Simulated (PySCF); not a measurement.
A structure optimised at PBE0-D3(BJ)/def2-TZVPD, used in a PySCF frequency run:

```
C
S 1 1.5293
```

**Question.** Write its SMILES, formula and point group.

**Answer.** [C-]#[S+], CS, C∞v

**Question.** What are its rotational constants (standard atomic weights)?

**Answer.** 24.731 GHz (linear rotor, B only)
